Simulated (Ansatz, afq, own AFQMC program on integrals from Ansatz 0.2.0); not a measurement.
SbH, singlet → SbH, triplet

```xyz
2

Sb    0.0000    0.0000    0.0000
H     0.0000    0.0000    1.7130
```

E(triplet, charge +0) − E(singlet, charge +0) at this geometry, on RHF and UHF determinants.

Basis def2-SVP with its core potentials. Noble-gas cores (and the filled d shells of Ga–Kr and In–Xe) are frozen. Ansatz 0.2.0 and our own AFQMC program on the same integrals; the CISD trial comes from CCSD amplitudes, and released means the phaseless constraint is let go. ± is one standard error of the sampling. No spin–orbit coupling. The errors of all members are added in quadrature.

Full CI on the same integrals is exact in this basis and with this determinant's frozen core.

Errors are counted within def2-SVP, not against nature.

Cautions: inner d shell frozen; no spin-orbit coupling; SbH (singlet): another spin lies lower, restricted determinant unstable towards unrestricted (UHF 1.29 eV lower, ⟨S²⟩ 1.02), strong correlation (T1 0.010, weight of the determinant 0.79, largest double 0.43), the CCSDT(Q) amplitudes may be one of several solutions (largest double 0.95), the CCSDTQ amplitudes may be one of several solutions (largest double 0.97), the ph-AFQMC/HF walk drifts between its halves (2.6 errors), the determinant fills πx and πy unequally, so it mixes two states of the linear molecule, and each level undoes that mixture to a different degree, while full CI gives the lower state, CCSDTQ on the UHF determinant differs (1.02 eV lower), perhaps since the unrestricted series falls towards higher spin.

Reference (full CI): -1.041 eV.

```
      level  vertical spin gap (eV)  error against FCI (eV)
         HF                  -1.751                  -0.709
        MP2                  -1.474                  -0.433
       CCSD                  -1.245                  -0.204
    CCSD(T)                  -1.150                  -0.109
      CCSDT                  -1.045                  -0.004
   CCSDT(Q)                  -1.039                   0.003
     CCSDTQ                  -1.041                   0.000
ph-AFQMC/HF          -1.170 ± 0.023          -0.129 ± 0.023
```

Correlation beyond CCSD(T) adds 0.109 eV. The perturbative (T) step is worth +0.095 eV. Where a determinant mixes two states, these steps and errors hold in part the undoing of that mixture, and only full CI is sure.

CCSDT and higher add their correlation energy to the determinant of the CCSD(T) run, since their own runs factorise the integrals more tightly (a shift of under 2 meV).
